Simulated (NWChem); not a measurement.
# fluorine (F₂); SMILES FF

All runs: NWChem. Coordinates come from a PBE0-D3(BJ)/def2-TZVP optimisation. Level: PBE0/Sadlej pVTZ; rows give the wavelength of the field.

| field | isotropic polarisability (bohr³) | anisotropy (bohr³) |
|---|---|---|
| static | 8.3 | 5.7 |
| 1065 nm | 8.3 | 5.8 |
| 589 nm | 8.4 | 5.9 |
| 400 nm | 8.5 | 6.0 |
